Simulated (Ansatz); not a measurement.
## CCSD(T) forces

BSiH$_{5}$S (SMILES BS[SiH3]), closed shell, displaced at random from a GFN2-xTB minimum.

| atom | x (Å) | y (Å) | z (Å) |
| --- | --- | --- | --- |
| B1 | -1.0458 | 1.0536 | -0.9433 |
| S2 | -0.8758 | -0.7753 | -0.6146 |
| Si3 | 0.8108 | -0.7790 | 0.6916 |
| H4 | -1.7722 | 1.2040 | -1.7594 |
| H5 | -0.2910 | 1.6786 | -0.7733 |
| H6 | 0.5998 | 0.0174 | 1.8493 |
| H7 | 1.8887 | -0.7348 | -0.0603 |
| H8 | 0.6716 | -2.1568 | 1.3180 |

Program: Ansatz 0.2.0. Basis: def2-TZVPP. Cores are frozen in the correlated methods. B3LYP uses VWN-RPA correlation.

CCSD(T) forces from the calculation:
```tsv
atom	Fx	Fy	Fz (eV/Å)
B1	-3.309	-7.260	-1.058
S2	-0.604	1.650	-0.020
Si3	-3.867	-2.558	2.149
H4	-2.229	0.792	-1.445
H5	5.683	5.157	2.187
H6	0.201	1.252	0.626
H7	3.742	0.586	-2.084
H8	0.381	0.380	-0.355
```

Root-mean-square difference of the force components from those of CCSD(T): PBE0-D4 0.080; wB97M-V 0.074; r2SCAN-D4 0.051; PBE-D4 0.123; B3LYP-D4 0.077; B97M-V 0.128 eV/Å.

No T1 diagnostic of these runs exceeds 0.016.

For scale, one of the runs: CCSD(T)/def2-TZVPP forces, 185 basis functions (an equivalent command: `ansatz run in.yaml --threads 4`). The run took 88 s on 4 CPU threads (shared host), with 3.4 GiB of host memory at its peak.
